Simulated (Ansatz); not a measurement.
Geometry optimisation, RKS PBE-D4/def2-SVP (Ansatz 0.2.0).

input.yaml

```yaml
crystal:
  periodic: [false, false, false]
  atoms:
    - { symbol: B, position_ang: [-0.039503, 0.206101, -0.019869] }
    - { symbol: H, position_ang: [-0.100064, 0.383143, 1.173095] }
    - { symbol: H, position_ang: [1.066179, 0.242584, -0.525078] }
    - { symbol: C, position_ang: [-1.368198, 0.109351, -0.831513] }
    - { symbol: H, position_ang: [-1.923209, -0.789255, -0.476993] }
    - { symbol: H, position_ang: [-2.036679, 0.963478, -0.579856] }
    - { symbol: H, position_ang: [-1.258403, 0.044326, -1.930248] }
    - { symbol: F, position_ang: [0.160519, -2.132032, 0.886952] }
    - { symbol: H, position_ang: [0.130657, -1.430298, 1.50321] }
basis:
  gaussian: { orbitals: def2-SVP }
hamiltonian:
  xc: pbe
  dispersion: d4
relax:
  f_tol: 0.03
  max_steps: 50
```

Command:

```bash
$ ansatz run input.yaml --threads 1 --pin off --max-ram 2048MiB --backend cpu --events-out ev --progress --plain --runs-dir out
```

Problem. Where does it end, and by what steps?

Solution. It converged. After 11 steps the energy has fallen by 0.090 eV; F8 moved furthest, 0.45 Å.

| step | energy less start (eV) | largest force component (eV/Å) | accepted |
| --- | --- | --- | --- |
| 0 | 0.0000 | 0.548 | yes |
| 1 | -0.0213 | 0.397 | yes |
| 2 | -0.0368 | 0.183 | yes |
| 3 | -0.0412 | 0.093 | yes |
| 4 | -0.0512 | 0.350 | yes |
| 5 | -0.0572 | 0.216 | yes |
| 6 | -0.0660 | 0.259 | yes |
| 7 | -0.0729 | 0.330 | yes |
| 8 | -0.0785 | 0.166 | yes |
| 9 | -0.0873 | 0.150 | yes |
| 10 | -0.0882 | 0.133 | yes |
| 11 | -0.0902 | 0.026 | yes |

```xyz
9
Properties=species:S:1:pos:R:3
B -0.095 0.070 0.098
H -0.211 0.183 1.331
H 0.983 0.397 -0.361
C -1.394 0.021 -0.770
H -2.241 -0.530 -0.318
H -1.723 1.085 -0.859
H -1.227 -0.335 -1.806
F 0.348 -1.899 0.544
H 0.191 -1.395 1.340
```

Whether the end is a true minimum wasn't checked by a vibrational analysis.

Time of the run: 13 s on 1 thread of Intel(R) Xeon(R) 6975P-C (Granite Rapids), with other jobs on the host, peak memory 0.15 GiB.
